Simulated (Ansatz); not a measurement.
Input file:

```yaml
crystal:
  periodic: [false, false, false]
  atoms:
    - {symbol: In, position_ang: [0.002209, -0.017977, 0.000240]}
    - {symbol: H, position_ang: [-0.162665, 2.342235, -0.057155]}
    - {symbol: H, position_ang: [-0.086045, -0.167527, -1.660129]}
    - {symbol: H, position_ang: [-0.002936, -0.126843, 1.689989]}
basis:
  gaussian: {orbitals: def2-TZVP}
total_charge: 1
magnetization: {spin_polarized: false, initial_magnetization: 1}
correlation: {method: bccd, electrons: outside_noble_gas, diis_vectors: 1}
```

```sh
$ ansatz run in.yaml --threads 1 --pin off --events-out ev --progress --plain --max-ram 2393MiB
```

Task: Roughly how long does this take on 1 thread of Intel Xeon 6975P-C, shared host, and how much host memory?

Result: 3.4 s wall and 0.27 GiB.

```
639 factors; integrals over basis functions are off by at most 1.1e-3 eV
mean field evaluation 1: about -5185.4331 eV, gradient 9.3e0 eV
mean field evaluation 2: about -5185.4338 eV, gradient 9.3e0 eV
mean field evaluation 4: about -5186.4158 eV, gradient 7.9e-1 eV
mean field evaluation 8: about -5186.4182 eV, gradient 2.5e-4 eV
mean field -5186.41818456 eV, -190.5973528020 hartree, gradient 1.9e-6 eV, S^2 0.750000; 0 other end points of the search recorded, 0 dependent functions left out
mean field evaluation 16: about -5185.5097 eV, gradient 7.5e0 eV
9 core orbitals not correlated: weight in the atoms' cores, before any rotation towards them, 0.992 or more for the frozen orbitals, at most 0.005 for the correlated occupied ones
reference -5186.41818456 eV, -190.5973528020 hartree; 3, 2 occupied and 56, 57 virtual orbitals, 639 factors
second order -1.44503108 eV of doubles, -0.00482585 eV of singles
cycle   1  -1.75236889 eV  change   -3.0e-1 eV  update   4.8e-2
cycle   2  -1.89629010 eV  change   -1.4e-1 eV  update   2.0e-2
cycle   3  -1.90320030 eV  change   -6.9e-3 eV  update   6.5e-3
cycle   4  -1.90436455 eV  change   -1.2e-3 eV  update   3.4e-3
cycle   5  -1.90281818 eV  change    1.5e-3 eV  update   1.3e-3
cycle   6  -1.90214795 eV  change    6.7e-4 eV  update   6.3e-4
cycle   7  -1.90174553 eV  change    4.0e-4 eV  update   3.3e-4
cycle   8  -1.90174489 eV  change    6.3e-7 eV  update   1.5e-4
cycle   9  -1.90173322 eV  change    1.2e-5 eV  update   7.3e-5
cycle  10  -1.90174392 eV  change   -1.1e-5 eV  update   3.4e-5
cycle  11  -1.90173742 eV  change    6.5e-6 eV  update   1.7e-5
cycle  12  -1.90173566 eV  change    1.8e-6 eV  update   1.1e-5
cycle  13  -1.90173129 eV  change    4.4e-6 eV  update   6.0e-6
cycle  14  -1.90173050 eV  change    8.0e-7 eV  update   3.1e-6
Total energy: -5188.31991506 eV, -190.6672401087 hartree
```
